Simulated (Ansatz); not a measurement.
in.yaml

```yaml
crystal:
  periodic: [false, false, false]
  atoms:
    - {symbol: Ge, position_ang: [0.000000, 0.000000, 1.665367]}
    - {symbol: C, position_ang: [0.000000, 0.000000, -0.256233]}
    - {symbol: O, position_ang: [0.000000, 0.000000, -1.409133]}
basis:
  gaussian: {orbitals: cc-pVDZ}
magnetization: {spin_polarized: false, initial_magnetization: 2}
hamiltonian: {pseudopotentials: {relativity: scalar}}
correlation: {active_space: {ras: {orbitals: [6, 2, 31], electrons: 14, max_holes: 2, max_particles: 2}, fixed_orbitals: true}}
```

```sh
$ ansatz run in.yaml --threads 1 --pin off --events-out ev --progress --plain --max-ram 2393MiB
```

Output:

```
591 factors; integrals over basis functions are off by at most 1.3e-3 eV
mean field evaluation 1: about -60005.0111 eV, gradient 2.6e1 eV
mean field evaluation 2: about -60005.0592 eV, gradient 2.5e1 eV
mean field evaluation 4: about -60006.9727 eV, gradient 2.8e0 eV
mean field evaluation 8: about -60007.0286 eV, gradient 5.8e-1 eV
mean field -60007.03086430 eV, -2205.2177100366 hartree, gradient 9.1e-6 eV, S^2 2.000000; 0 other end points of the search recorded, 0 dependent functions left out
reference -60007.03086430 eV, -2205.2177100366 hartree; 24, 22 occupied and 31, 33 virtual orbitals, 591 factors
state -60016.21010467 eV, -2205.5550408983 hartree
Total energy: -60016.21010467 eV, -2205.5550408983 hartree
Relativity: scalar
```

Natural occupations: 1.9878 1.9760 1.9726 1.9601 1.9601 1.9563 0.9920 0.9920 0.0388 0.0388 0.0238 0.0165 0.0081 0.0070 0.0070 0.0054 0.0054 0.0052 0.0051 0.0051 0.0039 0.0036 0.0036 0.0035.

Ran on 1 thread of Arm Neoverse V1, shared host: 8 s wall, 0.1 GiB peak host memory.
